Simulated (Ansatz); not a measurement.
A calculation with Ansatz (development build ahead of 0.2.0).

```yaml
crystal:
  periodic: [false, false, false]
  atoms:
    - { symbol: Mg, position_ang: [0.0, 0.0, -0.75499] }
    - { symbol: O, position_ang: [0.0, 0.0, 1.13249] }
basis:
  gaussian: { orbitals: def2-TZVP }
hamiltonian:
  xc: hf
```

The input is written out in the form of the current development build from the run's settings.

The run gave:

```
Converged                       : yes
Total energy                    : -274.36672 hartree
Spin squared of the determinant : 0.000
```

Caution: in another basis set an unrestricted determinant lies well below.
